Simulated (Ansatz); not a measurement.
Input file:

```yaml
crystal:
  periodic: [false, false, false]
  atoms:
    - {symbol: O, position_ang: [0.000000, -0.064607, 0.000000]}
    - {symbol: H, position_ang: [0.000000, 0.512764, -0.821140]}
    - {symbol: H, position_ang: [0.000000, 0.512764, 0.821140]}
basis:
  gaussian: {orbitals: cc-pVDZ}
total_charge: 1
magnetization: {spin_polarized: false, initial_magnetization: 1}
correlation: {method: fci, electrons: outside_noble_gas}
```

```sh
$ ansatz run in.yaml --threads 1 --pin off --events-out ev --progress --plain --max-ram 2393MiB
```

Output:

```
385 factors; integrals over basis functions are off by at most 1.1e-7 eV
mean field evaluation 1: about -2055.9649 eV, gradient 3.3e1 eV
mean field evaluation 2: about -2055.9642 eV, gradient 3.3e1 eV
mean field evaluation 4: about -2057.9646 eV, gradient 1.5e0 eV
mean field evaluation 8: about -2057.9721 eV, gradient 2.1e-4 eV
mean field -2057.97209743 eV, -75.6290796371 hartree, gradient 2.3e-6 eV, S^2 0.750000; 0 other end points of the search recorded, 0 dependent functions left out
mean field evaluation 16: about -2058.0980 eV, gradient 2.7e-1 eV
1 core orbitals not correlated: weight in the atoms' cores, before any rotation towards them, 1.000 or more for the frozen orbitals, at most 0.000 for the correlated occupied ones
reference -2057.97209743 eV, -75.6290796371 hartree; 4, 3 occupied and 19, 20 virtual orbitals, 385 factors
state -2062.80123060 eV, -75.8065470076 hartree
Total energy: -2062.80123060 eV, -75.8065470076 hartree
```

Ran on 1 thread of Arm Neoverse V2, shared host: 23 s wall, 0.54 GiB peak host memory.
